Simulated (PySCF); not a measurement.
**Isomers of C4H4N2: computed energies against enthalpies of formation**

**What was measured.**

CRC Handbook of Chemistry and Physics lists, for the gas at 298.15 K: enthalpy of formation of `c1cncnc1` (pyrimidine) 195.7 kJ/mol; enthalpy of formation of `c1cnccn1` (pyrazine) 196.1 kJ/mol; enthalpy of formation of `N#CCCC#N` 209.7 kJ/mol; enthalpy of formation of `c1ccnnc1` (pyridazine) 278.3 kJ/mol.

The runs below try to reproduce these values; the comparison stands at the end.

Differences of these values give the isomerisation enthalpies. Geometries: PBE0-D3(BJ)/def2-TZVP; runs in PySCF, gas phase, with a dispersion term only where the level names one. Total electronic energies (Eh):

```json
{"SMILES": "c1cncnc1", "PBE0-D3(BJ)/def2-TZVP": "-264.11731", "B97-2/pcSseg-2": "-264.32089", "KT3/pcSseg-2": "-268.59719", "PBE0/pcSseg-2": "-264.10911"}
{"SMILES": "c1cnccn1", "PBE0-D3(BJ)/def2-TZVP": "-264.11029", "B97-2/pcSseg-2": "-264.31389", "KT3/pcSseg-2": "-268.59079", "PBE0/pcSseg-2": "-264.10209"}
{"SMILES": "N#CCCC#N", "PBE0-D3(BJ)/def2-TZVP": "-264.08882", "B97-2/pcSseg-2": "-264.29850", "KT3/pcSseg-2": "-268.56499", "PBE0/pcSseg-2": "-264.08126"}
{"SMILES": "c1ccnnc1", "PBE0-D3(BJ)/def2-TZVP": "-264.08132", "B97-2/pcSseg-2": "-264.28497", "KT3/pcSseg-2": "-268.56352", "PBE0/pcSseg-2": "-264.07296"}
```

Zero-point and thermal terms are left out, so the computed numbers are electronic energies.

**Comparison with experiment**

Relative to `c1cncnc1`, the lowest by measurement, in kJ/mol (measured: enthalpies at 298.15 K; computed: electronic energies):

```csv
SMILES,measured,PBE0-D3(BJ)/def2-TZVP,B97-2/pcSseg-2,KT3/pcSseg-2,PBE0/pcSseg-2
c1cncnc1,0.0,0.0,0.0,0.0,0.0
c1cnccn1,0.4,18.4,18.4,16.8,18.4
N#CCCC#N,14.0,74.8,58.8,84.5,73.1
c1ccnnc1,82.6,94.5,94.3,88.4,94.9
```

Measured values: 195.7 kJ/mol (298.15 K; CRC Handbook of Chemistry and Physics) for the first row; the others come from the same table. Mean unsigned miss over the other isomers: B97-2/pcSseg-2 24.8, PBE0/pcSseg-2 29.8, PBE0-D3(BJ)/def2-TZVP 30.2, KT3/pcSseg-2 30.9 kJ/mol. The two lowest measured values lie only 0.4 kJ/mol apart, so their order may not be settled by the table. One conformer stands for `N#CCCC#N`, not necessarily the lowest, while the measurement averages over conformers. Where a level misses, the cause wasn't examined.
